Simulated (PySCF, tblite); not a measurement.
# H2O: protonation

What do calculations give for the protonation of H2O (`O`)?

Computed with tblite 0.8.0 and PySCF 2.14.0 and routines of our own; the level stands in each step. Atoms count from 0.

### Step 1. The starting structure

3 atoms, charge 0, multiplicity 1; geometry from: start built from the parent or by distance geometry.

### Step 2. Geometry optimisation with GFN2-xTB

What the job is given:

```
{"job": {"kind": "relax", "xc": "GFN2-xTB", "basis": "xTB"}, "charge": 0, "multiplicity": 1}
O      0.010300     0.380100    -0.005300
H     -0.805800    -0.186600    -0.023000
H      0.818500    -0.198500     0.003200
```

Started as:

```
$ OMP_NUM_THREADS=1 python redox_run.py task.json out
```

One launch serves the whole session: the jobs run in the order shown.

The log of the run:

```text
step      E/eV     max force
  0    -137.91774    1.505
  1    -137.96741    0.342
  2    -137.97109    0.276
  3    -137.97626    0.135
  4    -137.97654    0.017
  5    -137.97654    0.001
```

Run time: 0.01 s. Hardware: 1 thread of Intel Xeon 6975P-C, shared host.

Step by step:

```csv
step,energy from step 0 (eV),largest force (eV/Å)
0,0.0000,1.5045
1,-0.0497,0.3418
2,-0.0533,0.2760
3,-0.0585,0.1350
4,-0.0588,0.0170
5,-0.0588,0.0014
```

Close pairs (by a distance rule), those that changed most:

```csv
bond,before (Å),after (Å),change (Å)
O0–H2,0.994,0.959,-0.035
O0–H1,0.994,0.959,-0.035
```

The final coordinates are the input of the step that follows.

### Step 3. Vibrational analysis with GFN2-xTB

What the job is given:

```
{"job": {"kind": "ir", "xc": "GFN2-xTB", "basis": "xTB"}, "charge": 0, "multiplicity": 1}
O      0.010365     0.377659    -0.005300
H     -0.765734    -0.185763    -0.022359
H      0.778330    -0.196972     0.002552
```

The log of the run:

```text
mode    cm-1     km/mol
  1    1539.4    133.26
  2    3643.6      6.77
  3    3651.9     16.45
ZPE 52.844  H(298)-E 62.771  G(298)-E 6.537 kJ/mol  S 188.61 J/(mol K)
```

Run time: 0.06 s. Hardware: 1 thread of Intel Xeon 6975P-C, shared host.

Which atoms move in the most intense modes:

```csv
cm⁻¹,km/mol,atoms
1539,133.3,"H2 46 %, H1 46 %"
3644,6.8,"H1 50 %, H2 47 %"
3652,16.4,"H2 48 %, H1 45 %"
```

### Step 4. Optimising the geometry at PBE0-D3(BJ)/def2-SVP

What the job is given:

```
{"job": {"xc": "PBE0", "basis": "def2-SVP", "d3": "d3bj", "grid": 1, "kind": "geom"}, "charge": 0, "multiplicity": 1}
O      0.010365     0.377659    -0.005300
H     -0.765734    -0.185763    -0.022359
H      0.778330    -0.196972     0.002552
```

The log of the run:

```text
step   0  E = -76.27620724  max force = 0.010987
step   1  E = -76.27660809  max force = 0.000966
step   2  E = -76.27660992  max force = 0.000193
optimisation converged
```

Run time: 0.42 s. Hardware: 1 thread of Intel Xeon 6975P-C, shared host.

Along the way:

```csv
step,energy from step 0 (eV),largest force component (eV/Å)
0,0.0000,0.5650
1,-0.0109,0.0497
2,-0.0110,0.0099
```

Distances of close pairs at the start and the end, largest changes first:

```csv
bond,before (Å),after (Å),change (Å)
O0–H2,0.959,0.963,+0.004
O0–H1,0.959,0.963,+0.004
```

The final coordinates are the input of the step that follows.

```csv
at the end point,value
point group (found at 0.08 Å tolerance),C2v
"rotational constants (GHz, main isotopes)","788.7, 440.7, 282.7"
dipole moment (D),2.03
```

### Step 5. Harmonic vibrations (H2O): PBE0-D3(BJ)/def2-SVP

What the job is given:

```
{"job": {"xc": "PBE0", "basis": "def2-SVP", "d3": "d3bj", "grid": 2, "kind": "hessian"}, "charge": 0, "multiplicity": 1}
O      0.010306     0.397155    -0.004969
H     -0.743881    -0.196774     0.068602
H      0.756486    -0.205453    -0.088708
```

The log of the run:

```text
coarse grid: 2328 points
cycle   1  E = -76.1837768518  dE = -5.050e-03  |g| = 6.496e-01  |ddm| = 1.381e+00
cycle   2  E = -76.1345501188  dE =  4.923e-02  |g| = 8.336e-01  |ddm| = 9.412e-01
cycle   3  E = -76.2618598883  dE = -1.273e-01  |g| = 2.259e-02  |ddm| = 5.519e-01
cycle   4  E = -76.2619494818  dE = -8.959e-05  |g| = 2.761e-03  |ddm| = 1.211e-02
cycle   5  E = -76.2619507894  dE = -1.308e-06  |g| = 3.419e-04  |ddm| = 1.725e-03
final grid: 21952 points
cycle   6  E = -76.2766226758  dE = -7.749e-06  |g| = 2.483e-03  |ddm| = 8.001e-03
cycle   7  E = -76.2766220110  dE =  6.647e-07  |g| = 3.153e-03  |ddm| = 3.545e-03
cycle   8  E = -76.2766237757  dE = -1.765e-06  |g| = 3.732e-05  |ddm| = 1.928e-03
cycle   9  E = -76.2766237760  dE = -3.763e-10  |g| = 3.854e-06  |ddm| = 4.306e-05
cycle  10  E = -76.2766237760  dE = -3.197e-12  |g| = 5.572e-07  |ddm| = 3.568e-06
converged SCF energy = -76.2766237760

mode    cm-1
  1    1643.7
  2    3865.2
  3    3965.0
ZPE 56.666  H(298)-E 66.589  G(298)-E 10.289 kJ/mol  S 188.83 J/(mol K)
```

It took 1.1 s on 1 thread of Intel Xeon 6975P-C, shared host.

Zero-point energy 56.67 kJ/mol (xTB gave 52.84).

### Step 6. Single point (H₂O): M06-2X/def2-TZVP

Geometry: PBE0-D3(BJ)/def2-SVP.

What the job is given:

```
{"job": {"kind": "sp", "xc": "M06-2X", "basis": "def2-TZVP", "grid": 3}, "charge": 0, "multiplicity": 1}
O      0.010306     0.397155    -0.004969
H     -0.743881    -0.196774     0.068602
H      0.756486    -0.205453    -0.088708
```

The log of the run:

```text
coarse grid: 10128 points
cycle   1  E = -76.3671686491  dE = -4.858e-02  |g| = 5.651e-01  |ddm| = 9.402e-01
cycle   2  E = -76.3563064550  dE =  1.086e-02  |g| = 6.512e-01  |ddm| = 5.839e-01
cycle   3  E = -76.4257538463  dE = -6.945e-02  |g| = 2.578e-02  |ddm| = 2.953e-01
cycle   4  E = -76.4258643138  dE = -1.105e-04  |g| = 3.662e-03  |ddm| = 1.161e-02
cycle   5  E = -76.4258675687  dE = -3.255e-06  |g| = 4.315e-04  |ddm| = 3.547e-03
final grid: 33704 points
cycle   6  E = -76.4259614175  dE = -6.669e-07  |g| = 6.677e-04  |ddm| = 1.650e-03
cycle   7  E = -76.4259614070  dE =  1.058e-08  |g| = 7.597e-04  |ddm| = 6.266e-04
cycle   8  E = -76.4259614958  dE = -8.882e-08  |g| = 2.369e-05  |ddm| = 3.091e-04
cycle   9  E = -76.4259614961  dE = -3.004e-10  |g| = 4.152e-06  |ddm| = 3.355e-05
converged SCF energy = -76.4259614961
```

Wall time 0.44 s (1 thread of Intel Xeon 6975P-C, shared host).

### Step 7. Optimising the geometry with GFN2-xTB

This step treats H3O+, `[OH3+]`.

What the job is given:

```
{"job": {"kind": "relax", "xc": "GFN2-xTB", "basis": "xTB"}, "charge": 1, "multiplicity": 1}
O      0.026500     0.391000    -0.010300
H     -0.754600    -0.188100     0.045600
H      0.773900    -0.213100    -0.085500
H     -0.055900     0.732900     0.908700
```

The log of the run:

```text
step      E/eV     max force
  0    -138.26722    1.336
  1    -138.33012    1.055
  2    -138.42256    0.885
  3    -138.44795    0.595
  4    -138.45564    0.194
  5    -138.45644    0.052
  6    -138.45654    0.047
  7    -138.45672    0.035
  8    -138.45677    0.016
  9    -138.45677    0.003
```

It took 0.03 s on 1 thread of Intel Xeon 6975P-C, shared host.

Step by step:

```csv
step,energy from step 0 (eV),largest force (eV/Å)
0,0.0000,1.3358
1,-0.0629,1.0547
2,-0.1553,0.8849
3,-0.1807,0.5953
4,-0.1884,0.1945
5,-0.1892,0.0521
6,-0.1893,0.0466
7,-0.1895,0.0345
8,-0.1895,0.0163
9,-0.1895,0.0028
```

Distances of close pairs at the start and the end, largest changes first:

```csv
bond,before (Å),after (Å),change (Å)
O0–H2,0.964,0.984,+0.020
O0–H1,0.974,0.984,+0.010
O0–H3,0.984,0.984,-0.000
```

The final coordinates are the input of the step that follows.

### Step 8. Harmonic vibrations with GFN2-xTB

What the job is given:

```
{"job": {"kind": "ir", "xc": "GFN2-xTB", "basis": "xTB"}, "charge": 1, "multiplicity": 1}
O     -0.010802     0.330266     0.062715
H     -0.819964    -0.220239    -0.035790
H      0.809583    -0.189371    -0.093850
H      0.011200     0.802074     0.925486
```

The log of the run:

```text
mode    cm-1     km/mol
  1     956.6    687.35
  2    1354.7    183.74
  3    1354.9    183.65
  4    3258.3    370.00
  5    3258.7    369.92
  6    3318.6     38.07
ZPE 80.758  H(298)-E 90.835  G(298)-E 33.189 kJ/mol  S 193.35 J/(mol K)
```

Wall time 0.07 s (1 thread of Intel Xeon 6975P-C, shared host).

The strongest bands and the atoms that carry them (share of the mass-weighted mode):

```csv
cm⁻¹,km/mol,atoms
957,687.4,"H1 28 %, H3 28 %, H2 28 %, O0 15 %"
1355,183.7,"H1 57 %, H3 22 %, H2 14 %"
1355,183.7,"H2 48 %, H3 40 %"
3258,370.0,"H2 59 %, H1 27 %"
3259,369.9,"H3 55 %, H1 34 %"
3319,38.1,"H3 33 %, H1 33 %, H2 33 %"
```

### Step 9. Optimising the geometry at PBE0-D3(BJ)/def2-SVP

This step treats H3O+, `[OH3+]`.

What the job is given:

```
{"job": {"xc": "PBE0", "basis": "def2-SVP", "d3": "d3bj", "grid": 1, "kind": "geom"}, "charge": 1, "multiplicity": 1}
O     -0.010802     0.330266     0.062715
H     -0.819964    -0.220239    -0.035790
H      0.809583    -0.189371    -0.093850
H      0.011200     0.802074     0.925486
```

The log of the run:

```text
step   0  E = -76.56286818  max force = 0.001704
step   1  E = -76.56289204  max force = 0.000435
step   2  E = -76.56289316  max force = 0.000084
optimisation converged
```

It took 0.4 s on 1 thread of Intel Xeon 6975P-C, shared host.

The steps of the relaxation:

```csv
step,energy from step 0 (eV),largest force component (eV/Å)
0,0.0000,0.0876
1,-0.0006,0.0224
2,-0.0007,0.0043
```

Distances of close pairs at the start and the end, largest changes first:

```csv
bond,before (Å),after (Å),change (Å)
O0–H1,0.984,0.982,-0.002
O0–H2,0.984,0.982,-0.002
O0–H3,0.984,0.982,-0.002
```

The final coordinates are the input of the step that follows.

```csv
at the end point,value
point group (found at 0.08 Å tolerance),C3v
"rotational constants (GHz, main isotopes)","329.4, 329.3, 188.1"
```

### Step 10. Harmonic vibrations (H3O+): PBE0-D3(BJ)/def2-SVP

What the job is given:

```
{"job": {"xc": "PBE0", "basis": "def2-SVP", "d3": "d3bj", "grid": 2, "kind": "hessian"}, "charge": 1, "multiplicity": 1}
O     -0.006763     0.324327     0.067476
H     -0.760820    -0.277171    -0.115058
H      0.861778    -0.126130    -0.013716
H     -0.104233     0.801756     0.919760
```

The log of the run:

```text
coarse grid: 2952 points
cycle   1  E = -76.5323536612  dE =  3.553e-01  |g| = 3.132e-01  |ddm| = 1.568e+00
cycle   2  E = -76.5353778147  dE = -3.024e-03  |g| = 2.953e-01  |ddm| = 3.409e-01
cycle   3  E = -76.5500296080  dE = -1.465e-02  |g| = 4.724e-02  |ddm| = 1.731e-01
cycle   4  E = -76.5504092026  dE = -3.796e-04  |g| = 3.432e-03  |ddm| = 2.484e-02
cycle   5  E = -76.5504110648  dE = -1.862e-06  |g| = 9.341e-05  |ddm| = 1.880e-03
final grid: 27328 points
cycle   6  E = -76.5628801320  dE = -1.100e-05  |g| = 1.042e-03  |ddm| = 7.014e-03
cycle   7  E = -76.5628801201  dE =  1.194e-08  |g| = 1.089e-03  |ddm| = 1.095e-03
cycle   8  E = -76.5628803222  dE = -2.021e-07  |g| = 1.032e-04  |ddm| = 6.095e-04
cycle   9  E = -76.5628803240  dE = -1.883e-09  |g| = 1.077e-05  |ddm| = 5.736e-05
cycle  10  E = -76.5628803241  dE = -2.181e-11  |g| = 7.396e-07  |ddm| = 7.526e-06
converged SCF energy = -76.5628803241

mode    cm-1
  1     783.7
  2    1623.9
  3    1624.2
  4    3609.8
  5    3720.0
  6    3720.7
ZPE 90.212  H(298)-E 100.362  G(298)-E 42.631 kJ/mol  S 193.63 J/(mol K)
```

It took 2.2 s on 1 thread of Intel Xeon 6975P-C, shared host; peak memory 0.37 GiB.

Zero-point energy 90.21 kJ/mol (xTB gave 80.76).

### Step 11. Single point (H₃O+): M06-2X/def2-TZVP

Geometry: PBE0-D3(BJ)/def2-SVP.

What the job is given:

```
{"job": {"kind": "sp", "xc": "M06-2X", "basis": "def2-TZVP", "grid": 3}, "charge": 1, "multiplicity": 1}
O     -0.006763     0.324327     0.067476
H     -0.760820    -0.277171    -0.115058
H      0.861778    -0.126130    -0.013716
H     -0.104233     0.801756     0.919760
```

The log of the run:

```text
coarse grid: 12600 points
cycle   1  E = -76.6840270064  dE =  3.705e-01  |g| = 2.791e-01  |ddm| = 1.048e+00
cycle   2  E = -76.6971849318  dE = -1.316e-02  |g| = 1.469e-01  |ddm| = 2.092e-01
cycle   3  E = -76.7000118442  dE = -2.827e-03  |g| = 5.552e-02  |ddm| = 7.000e-02
cycle   4  E = -76.7004766340  dE = -4.648e-04  |g| = 5.098e-03  |ddm| = 2.067e-02
cycle   5  E = -76.7004810056  dE = -4.372e-06  |g| = 5.289e-04  |ddm| = 2.401e-03
final grid: 43512 points
cycle   6  E = -76.7005285113  dE = -8.802e-07  |g| = 1.127e-03  |ddm| = 2.217e-03
cycle   7  E = -76.7005285146  dE = -3.265e-09  |g| = 1.149e-03  |ddm| = 8.052e-04
cycle   8  E = -76.7005287087  dE = -1.941e-07  |g| = 2.790e-05  |ddm| = 3.933e-04
cycle   9  E = -76.7005287089  dE = -2.892e-10  |g| = 6.783e-06  |ddm| = 3.044e-05
converged SCF energy = -76.7005287089
```

Wall time 0.58 s (1 thread of Intel Xeon 6975P-C, shared host); peak memory 0.37 GiB.

### Step 12. Protonation: M06-2X/def2-TZVP

This step combines the energies above: geometries from PBE0-D3(BJ)/def2-SVP, zero-point and thermal terms from PBE0-D3(BJ)/def2-SVP.

What the job is given:

```
{"job": {"kind": "pa", "geom": {"xc": "PBE0", "basis": "def2-SVP", "d3": "d3bj", "grid": 1}, "hess": 1, "level": {"xc": "M06-2X", "basis": "def2-TZVP", "grid": 3}}, "charge": 0, "multiplicity": 1}
O      0.010306     0.397155    -0.004969
H     -0.743881    -0.196774     0.068602
H      0.756486    -0.205453    -0.088708
```

Output (the driver's rows laid out field by field):

```text
protonation site by site, M06-2X/def2-TZVP // PBE0-D3(BJ)/def2-SVP

row 1
  formula                 H3O
  charge                  1
  multiplicity            1
  smiles                  [OH3+]
  kept                    yes
  pieces                  1
  point_group             C3v
  atom                    0
  element                 O
  electronic              720.88
  enthalpy                693.3
  free_energy             662.25
  share_gas               1.0
```

It took 5.7 s on 1 thread of Intel Xeon 6975P-C, shared host; peak memory 0.37 GiB.

Energy given off on adding a proton (kJ/mol, gas phase, 298 K for the thermal columns):

```csv
site,product,electronic,enthalpy,free energy
O0,[OH3+],720.9,693.3,662.2
```

[end of part 1 of 2]
